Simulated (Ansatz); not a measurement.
**C3H10Si: basis-set convergence**

How large a basis does C3H10Si need? Two functionals are run in growing sets.

Method: one geometry, several basis sets; program: Ansatz 0.2.0, Gaussian basis.

The runs, in order: PBE0-D4/def2-SVP; ωB97M-V/def2-SVP; PBE0-D4/def2-QZVPP; ωB97M-V/def2-QZVPP; the functionals' def2-TZVPP values are taken from earlier runs.

## (1) The geometry

An earlier PBE0-D4 in a triple-zeta def2 set relaxation fixed the geometry.

SMILES `CC[SiH2]C`, 14 atoms, charge 0, spin multiplicity 1.

Atoms are counted from 1 here; the program's logs count them from 0.

Bond lengths: C1–C2 1.526 Å, C1–H5 1.093 Å, C1–H6 1.093 Å, C1–H7 1.093 Å, C2–Si3 1.878 Å, C2–H8 1.096 Å, C2–H9 1.095 Å, Si3–C4 1.873 Å, Si3–H10 1.493 Å, Si3–H11 1.492 Å, C4–H12 1.093 Å, C4–H13 1.092 Å, C4–H14 1.093 Å. Angles: C2–C1–H5 111.6°, C2–C1–H6 111.7°, C2–C1–H7 111.4°, H5–C1–H6 107.3°, H5–C1–H7 107.3°, H6–C1–H7 107.4°, C1–C2–Si3 113.9°, C1–C2–H8 110.3°, C1–C2–H9 110.3°, Si3–C2–H8 108.2°, Si3–C2–H9 107.9°, H8–C2–H9 105.8°, C2–Si3–C4 111.8°, C2–Si3–H10 109.1°, C2–Si3–H11 109.4°, C4–Si3–H10 109.3°, C4–Si3–H11 109.5°, H10–Si3–H11 107.6° and more.

## (2) PBE0-D4 in def2-SVP

Input file in.yaml:

```yaml
crystal:
  periodic: [false, false, false]
  atoms:
    - {symbol: C, position_ang: [-1.083164, 1.456780, -0.037112]}
    - {symbol: C, position_ang: [-0.325454, 0.640037, 1.005829]}
    - {symbol: Si, position_ang: [1.058203, -0.410032, 0.291109]}
    - {symbol: C, position_ang: [0.417566, -1.645520, -0.962146]}
    - {symbol: H, position_ang: [-1.565828, 0.813730, -0.777724]}
    - {symbol: H, position_ang: [-1.865044, 2.069581, 0.418996]}
    - {symbol: H, position_ang: [-0.413531, 2.130226, -0.579023]}
    - {symbol: H, position_ang: [-1.013428, -0.020545, 1.545880]}
    - {symbol: H, position_ang: [0.110133, 1.301257, 1.762904]}
    - {symbol: H, position_ang: [2.059218, 0.482509, -0.364258]}
    - {symbol: H, position_ang: [1.752926, -1.133901, 1.394897]}
    - {symbol: H, position_ang: [-0.315321, -2.317191, -0.507819]}
    - {symbol: H, position_ang: [1.232528, -2.255566, -1.358383]}
    - {symbol: H, position_ang: [-0.061803, -1.140666, -1.804253]}
basis:
  gaussian: {orbitals: def2-SVP}
hamiltonian: {xc: pbe0, dispersion: d4}
output: {orbitals: {seedname: orbitals}}
```

After this run come: ωB97M-V in def2-SVP; PBE0-D4 in def2-QZVPP; ωB97M-V in def2-QZVPP.

Q: Predict the results of all the runs planned. Wanted: PBE0-D4: double and triple zeta above quadruple; ωB97M-V: double and triple zeta above quadruple.

As calculated:

| quantity | value |
| --- | --- |
| PBE0-D4: double and triple zeta above quadruple | 6.82, 0.46 eV |
| ωB97M-V: double and triple zeta above quadruple | 7.10, 0.44 eV |

What this shows: For PBE0-D4 the step from double to triple zeta gains 6.35 eV and the next only 0.46 eV. These are total energies; as a rule much of such shifts cancels in differences, which this series doesn't test. The LUMO of ωB97M-V is positive and keeps falling with the basis (3.15 to 1.71 eV): an unbound level that the basis holds in place.
